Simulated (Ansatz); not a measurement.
Zinc-blende HgSe: cohesive energy by level of theory

No measured value is used here.

| level (code) | value (eV/atom) | cell (Å³/atom) |
|---|---|---|
| PBE (Ansatz) | 1.61 | 30.66 |
| PBE-D3(BJ) (Ansatz) | 1.93 | 29.39 |
| B3LYP (VWN-RPA form) (Ansatz) | 1.29 | 31.34 |
| Hartree–Fock (Ansatz) | 0.70 | 31.42 |

Free atoms are spin-polarised, in the lowest state found; at levels without +SOC their spin–orbit coupling is left out.  Density-functional levels without +SOC have no spin–orbit coupling, which shifts binding energies of heavy elements. B3LYP (VWN-RPA form), Hartree–Fock: the cell is over a tenth larger than the published one: the level's own overestimate first of all, though another phase or state, or a fault of the published cell, is possible. Each level is taken at its own relaxed cell. Cutoffs and k meshes differ between the levels. Ansatz's density-functional and Hartree–Fock values are scalar-relativistic unless marked +SOC, with PAW data made under PBE.

Ansatz is a program for electronic structure.
